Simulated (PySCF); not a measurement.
methane cation (CH₄), SMILES C (connectivity only; charge and spin as stated), charge +1, multiplicity 2.

Coordinates come from a B3LYP-D3(BJ)/def2-TZVPD optimisation. The multiplicity is an assumed one; other spin states were not compared.

Method: PBE/def2-TZVPD (PySCF).

The molecule is in vacuum.

Problem. Estimate the frontier levels, dipole moment and polarisability. (Estimate from the structure and the level; the computed values follow.)

Solution. 
- α spin, highest occupied and lowest empty level = -17.15 and -7.74 eV
- β spin, highest occupied and lowest empty level = -19.64 and -15.21 eV
- dipole moment about the centre of nuclear charge = 0.00 D
- mean static polarisability = 12.8 bohr³ (1.89 Å³)
- polarisability, principal values = 10.3, 14.0, 14.0 bohr³
- ⟨S²⟩ = 0.752 (pure state 0.75)
